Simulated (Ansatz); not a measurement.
# UBCCD(T)/3-21G run of NH (imidogen)

What is the vertical electron affinity of NH (imidogen) at UBCCD(T)/3-21G? 

The calculation is run with Ansatz 0.2.0.

56 further runs of the same task are left out: 56 set aside as unsound or not needed.

### 1 The system as given

The species is NH (2 atoms), meant as a triplet with charge 0. As SMILES, `[NH]`. Geometry: the measured bond length.

Bond lengths: N1–H2 1.036 Å.

### 2 A single-point energy at UBCCD(T)/3-21G

input.yaml

```yaml
basis:
  gaussian: {orbitals: 3-21G.json}
crystal:
  periodic: [false, false, false]
  atoms:
    - {symbol: "N", position_ang: [0.000000, 0.000000, 0.000000]}
    - {symbol: H, position_ang: [0.000000, 0.000000, 1.036210]}
magnetization: {spin_polarized: true, initial_magnetization: 2}
correlation: {method: bccd_t, frozen_orbitals: {H: 0, "N": 1}}
accuracy: high
scf: {omitted_lower_state_checks: [cluster_reference, increment]}
```

The basis set 3-21G is read from a file made from the Basis Set Exchange's data (not shown).

Started as:

```console
$ ansatz run input.yaml --threads 1 --pin off --max-ram 2610MiB --events-out events.jsonl --progress --plain --runs-dir runs
```

The program printed, cut to the lines that bear on the results:

```text
Warning: RAYON_NUM_THREADS=1 ignored (pool sized by the plan → 1); use --threads N
Functional definition: HF
  name "HF"
[...]
210 factors; integrals over basis functions are off by at most 6.8e-9 eV
[...]
mean field -1487.35203820 eV, -54.6591792403 hartree, gradient 9.1e-9 eV, S^2 2.011756; 0 other end points of the search recorded, 0 dependent functions left out
1 core orbitals not correlated: weight in the atoms' cores, before any rotation towards them, 1.000 or more for the frozen orbitals, at most 0.000 for the correlated occupied ones
reference -1487.35203820 eV, -54.6591792403 hartree; 4, 2 occupied and 6, 8 virtual orbitals, 210 factors
second order -1.46767288 eV of doubles, -0.00000000 eV of singles
cycle   1  -1.68432037 eV  change   -2.2e-1 eV  update   2.8e-2
[...]
cycle  19  -1.77351927 eV  change   3.1e-10 eV  update  2.4e-10
perturbative correction -0.01256402 eV, -0.0004617192 hartree
Total energy: -1489.13812149 eV, -54.7248165907 hartree
Checks for a lower state left out: cluster_reference, increment
```

Wall time 0.3 s (1 thread of Arm Neoverse V1, shared host).

### 3 The doublet anion at the same level

run.yaml

```yaml
crystal:
  periodic: [false, false, false]
  atoms:
    - {symbol: "N", position_ang: [0.000000, 0.000000, 0.000000]}
    - {symbol: H, position_ang: [0.000000, 0.000000, 1.036210]}
basis:
  gaussian: {orbitals: 3-21G.json}
total_charge: -1
magnetization: {spin_polarized: true, initial_magnetization: 1}
correlation: {method: bccd_t, frozen_orbitals: {H: 0, "N": 1}}
accuracy: high
scf: {omitted_lower_state_checks: [cluster_reference, increment]}
```

The basis set 3-21G is read from a file made from the Basis Set Exchange's data (not shown).

Started as:

```console
$ ansatz run run.yaml --threads 1 --pin off --max-ram 2610MiB --events-out events.jsonl --progress --plain --runs-dir runs
```

The program printed, cut to the lines that bear on the results:

```text
Warning: RAYON_NUM_THREADS=1 ignored (pool sized by the plan → 1); use --threads N
Functional definition: HF
  name "HF"
[...]
210 factors; integrals over basis functions are off by at most 6.8e-9 eV
[...]
mean field -1483.68485768 eV, -54.5244128419 hartree, gradient 5.8e-8 eV, S^2 0.753201; 2 other end points of the search recorded, 0 dependent functions left out
1 core orbitals not correlated: weight in the atoms' cores, before any rotation towards them, 1.000 or more for the frozen orbitals, at most 0.000 for the correlated occupied ones
reference -1483.68485768 eV, -54.5244128419 hartree; 4, 3 occupied and 6, 7 virtual orbitals, 210 factors
second order -1.97823829 eV of doubles, -0.00000000 eV of singles
cycle   1  -2.17383417 eV  change   -2.0e-1 eV  update   2.9e-2
[...]
cycle  21  -2.25345037 eV  change   3.7e-10 eV  update  1.7e-10
perturbative correction -0.02592152 eV, -0.0009525984 hartree
Total energy: -1485.96422957 eV, -54.6081782139 hartree
Checks for a lower state left out: cluster_reference, increment
```

Run time: 0.38 s. Hardware: 1 thread of Arm Neoverse V1, shared host.

### 4 What came out

Level: UBCCD(T)/3-21G, 1 core orbital frozen.

| quantity | value |
| --- | --- |
| triplet NH: total energy | -54.72482 Eh |
| triplet NH: correlation energy (1 core orbital frozen) | -65.6 mEh |
| triplet NH: (T) correction | -0.46 mEh |
| triplet NH: ⟨S²⟩ of the reference determinant | 2.012 |
| doublet anion: total energy | -54.60818 Eh |
| doublet anion: correlation energy (1 core orbital frozen) | -83.8 mEh |
| doublet anion: (T) correction | -0.95 mEh |
| doublet anion: ⟨S²⟩ of the reference determinant | 0.753 |
| vertical electron affinity (to the doublet anion) | -3.174 eV |

What this shows: The anion lies 3.17 eV (73 kcal/mol) above the neutral: the electron isn't bound at this level, and such a value depends on the basis. Without diffuse functions anions come out too high. The triples (triplet NH) make up 0.7 % of the correlation energy. The triples (doublet anion) make up 1.1 % of the correlation energy.
